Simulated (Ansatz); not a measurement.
**C₂HAl+ (doublet): from Hartree-Fock to the top rungs, def2-TZVPP**

The task here is to estimate one member of a computed series from the others.

Computed with Ansatz 0.2.0, Gaussian basis. Level: def2-TZVPP, core rule «outside noble gas», up to 7 orbitals frozen.

To be run: UHF; ROHF; CCSD(T) on UHF.

2 further runs of the same task are left out: 2 set aside as unsound or not needed.

**The system**

The geometry is a PBE0/def2-TZVP stationary point (not a proven minimum) of the parent state, kept for this charge and spin.

4 atoms, charge 1, spin multiplicity 2.

Atoms are counted from 1 here; the program's logs count them from 0.

Bond lengths: Al1–C3 1.968 Å, C2–C3 1.216 Å, C2–H4 1.067 Å. Angles: C3–C2–H4 180.0°, Al1–C3–C2 180.0°.

Set-up of the first run:

File in.yaml:

```yaml
crystal:
  periodic: [false, false, false]
  atoms:
    - {symbol: Al, position_ang: [0.000000, 0.000000, 2.350575]}
    - {symbol: C, position_ang: [0.000000, 0.000000, -0.832925]}
    - {symbol: C, position_ang: [0.000000, 0.000000, 0.382775]}
    - {symbol: H, position_ang: [0.000000, 0.000000, -1.900425]}
basis:
  gaussian: {orbitals: def2-TZVPP}
total_charge: 1
magnetization: {spin_polarized: true, initial_magnetization: 1}
hamiltonian: {xc: hf}
output: {orbitals: {seedname: orbitals}}
```

Run with:

```sh
$ ansatz run in.yaml --threads 1 --pin off --events-out ev --progress --plain --max-ram 4096MiB --backend cpu
```

Steps of the session up to this table: UHF; ROHF; CCSD(T) on UHF.

One table of the session follows, with a row left open; its other results are not shown here.

| method | from UCCSD(T) (meV) |
| --- | --- |
| ROHF | ? |
| UHF | +9508.4 |
| UMP2 | +1051.4 |
| UCCSD | +533.0 |
| UCCSD(T) | 0 |

**Question.** Estimate the row for ROHF.

**Answer.** from UCCSD(T) (meV): +9581.9. In the column «from UCCSD(T) (meV)» it is the highest.
